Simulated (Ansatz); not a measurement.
Geometry optimisation, Ansatz 0.2.0, RKS PBE-D4/def2-mTZVP.

Input file:

```yaml
crystal:
  periodic: [false, false, false]
  atoms:
    - { symbol: B, position_ang: [-1.18, 0.4197, -1.165] }
    - { symbol: Si, position_ang: [0.2605, 0.6774, 0.0422] }
    - { symbol: C, position_ang: [0.6346, -0.9603, 0.8202] }
    - { symbol: H, position_ang: [-1.6538, -0.5858, -1.3202] }
    - { symbol: H, position_ang: [-1.635, 1.3874, -1.7968] }
    - { symbol: H, position_ang: [-0.0939, 1.6672, 1.086] }
    - { symbol: H, position_ang: [1.4632, 1.1686, -0.6954] }
    - { symbol: H, position_ang: [0.44491, -0.90855, 1.91655] }
    - { symbol: H, position_ang: [-0.10592, -1.75845, 0.3792] }
    - { symbol: H, position_ang: [1.64716, -1.30961, 0.56276] }
basis:
  gaussian: { orbitals: def2-mTZVP }
hamiltonian:
  xc: pbe
  dispersion: d4
relax:
  f_tol: 0.015
  max_steps: 40
```

Command:

```bash
$ ansatz run input.yaml --threads 1 --pin off --max-ram 2048MiB --backend cpu --events-out ev --progress --plain --runs-dir out
```

Where does it end, and by what steps?

The run converged. The force dipped under the threshold on the way, but the program's further checks kept it going. After 17 steps the energy has fallen by 0.479 eV; H10 moved furthest, 0.92 Å.

```csv
step,energy less start (eV),largest force component (eV/Å),accepted
0,0.0000,2.846,yes
1,-0.3788,0.834,yes
2,-0.3407,0.891,no
3,-0.4265,0.073,yes
4,-0.4286,0.077,yes
5,-0.4313,0.014,yes
6,-0.4294,0.376,no
7,-0.4341,0.055,yes
8,-0.4367,0.223,yes
9,-0.4413,0.271,yes
10,-0.4458,0.481,yes
11,-0.4710,0.064,yes
12,-0.4754,0.089,yes
13,-0.4715,0.309,no
14,-0.4784,0.010,yes
15,-0.4787,0.043,yes
16,-0.4781,0.086,no
17,-0.4789,0.013,yes
```

```xyz
10
Properties=species:S:1:pos:R:3
B -1.383 0.565 -1.154
Si 0.288 0.576 -0.035
C 0.679 -1.018 0.909
H -1.919 -0.453 -1.506
H -1.854 1.595 -1.555
H 0.315 1.752 0.903
H 1.379 0.840 -1.050
H -0.080 -1.221 1.679
H 0.702 -1.882 0.228
H 1.655 -0.957 1.412
```

Run time: 45 s on 1 thread of Arm Neoverse V1, with other jobs on the host, peak memory 0.14 GiB.
